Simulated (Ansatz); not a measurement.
C5H10O2, SMILES `COC1CCCO1`, relaxed with RKS PBE-D4/def2-SVP in Ansatz from a rough embedded geometry. The force threshold is 0.03 eV/Å; the program also tests the step.

Charge 0, multiplicity 1.

Start:

```xyz
17

C     1.027   -0.277    2.288
O     1.109    0.042    0.926
C     0.185   -0.723    0.109
C     0.549   -0.350   -1.324
C    -0.331    0.872   -1.540
C    -1.550    0.592   -0.651
O    -1.118   -0.331    0.367
H     1.724    0.353    2.881
H     1.166   -1.344    2.530
H    -0.027   -0.011    2.680
H     0.350   -1.807    0.333
H     0.107   -1.181   -1.963
H     1.488   -0.235   -1.564
H     0.191    1.713   -1.113
H    -0.582    1.058   -2.574
H    -1.949    1.498   -0.163
H    -2.340    0.128   -1.222
```

(1) By how much does the energy fall, and how many steps does the optimiser take? (Best estimate.)

(2) Which bonds change most? (Estimate.)

(3) Give the relaxed structure. (An estimate is asked.)

## Answers

(1) The calculation gave: 0.62 eV, in 6 steps, 1 of them rejected.

(2) Computed: C4–H13 from 0.976 to 1.106 Å; C1–H10 from 1.156 to 1.113 Å; O2–C3 from 1.451 to 1.411 Å; C6–H17 from 1.080 to 1.115 Å.

(3) Computed: 
```xyz
17

C     0.962   -0.224    2.280
O     1.135   -0.013    0.893
C     0.240   -0.761    0.099
C     0.500   -0.397   -1.362
C    -0.322    0.893   -1.489
C    -1.543    0.573   -0.614
O    -1.115   -0.418    0.337
H     1.705    0.407    2.805
H     1.137   -1.291    2.562
H    -0.061    0.057    2.617
H     0.339   -1.848    0.341
H     0.100   -1.198   -2.017
H     1.579   -0.271   -1.569
H     0.253    1.737   -1.060
H    -0.595    1.147   -2.532
H    -1.935    1.463   -0.076
H    -2.379    0.144   -1.214
```
